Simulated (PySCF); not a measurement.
**From orbital energies to excitation energies**

Species: oxygen difluoride, OF₂.
Numbering: `[F:1][O:2][F:3]`

The calculation used PySCF, TDDFT PBE0/def2-SVPD, vertical, gas phase, core orbitals frozen in the response. Geometry: GFN2-xTB; no solvent, vibrations or thermal averaging.

Orbital energies (eV): HOMO-3 -13.59, HOMO-2 -13.09, HOMO-1 -12.95, HOMO -9.81, LUMO -2.05, LUMO+1 -0.96, LUMO+2 1.76.

Computed singlets:

| state | E (eV) | f |
| --- | --- | --- |
| S1 | 4.93 | 0.0000 |
| S2 | 5.74 | 0.0000 |
| S3 | 8.35 | 0.013 |
| S4 | 8.39 | 0.0036 |
| S5 | 8.79 | 0.0000 |
| S6 | 9.67 | 0.0017 |
| S7 | 9.94 | 0.0001 |
| S8 | 10.07 | 0.0014 |

Q: Assign a leading configuration to S1, S2, S3, S4, S5 and S6 and set E beside the orbital difference Δε.

A: 

| state | leading configuration | weight | Δε (eV) | E (eV) | E − Δε (eV) | f | other configurations |
| --- | --- | --- | --- | --- | --- | --- | --- |
| S1 | HOMO→LUMO | 0.99 | 7.75 | 4.93 | -2.82 | 0.0000 | – |
| S2 | HOMO→LUMO+1 | 0.97 | 8.84 | 5.74 | -3.10 | 0.0000 | – |
| S3 | HOMO-1→LUMO | 0.87 | 10.90 | 8.35 | -2.55 | 0.013 | H-2→L+1 (9%) |
| S4 | HOMO-2→LUMO | 0.78 | 11.03 | 8.39 | -2.65 | 0.0036 | H-1→L+1 (20%) |
| S5 | HOMO-3→LUMO | 0.97 | 11.54 | 8.79 | -2.75 | 0.0000 | – |
| S6 | HOMO-2→LUMO+1 | 0.88 | 12.12 | 9.67 | -2.45 | 0.0017 | H-1→L (10%) |

E − Δε runs from -3.10 to -2.45 eV. Among themselves, these states come in the order of their orbital differences.

H and L stand for HOMO and LUMO. The other states: S7 9.94 eV, f 0.0001, H-3→L+1 (48%), H→L+2 (45%); S8 10.07 eV, f 0.0014, H→L+2 (53%), H-3→L+1 (43%).

Q: Pair triplets and singlets of the same leading configuration (75% or more in both) and give the splittings.

A: 

```tsv
configuration	triplet	E(T) (eV)	singlet	E(S) (eV)	E(S) − E(T) (eV)
HOMO→LUMO	T1	3.46	S1	4.93	+1.48
HOMO→LUMO+1	T2	4.44	S2	5.74	+1.30
HOMO-1→LUMO	T3	6.85	S3	8.35	+1.51
```

The 3 triplets are Tamm–Dancoff values, the singlets full response.

Summed over the main configurations (up to three a state, each over 8%) of all 8 singlets, the electron leaves HOMO with weight 2.95, HOMO-3 with weight 1.88, HOMO-2 with weight 1.76 and HOMO-1 with weight 1.17.

The run took 2.8 s of wall time on Arm Neoverse N1, one thread, shared host.
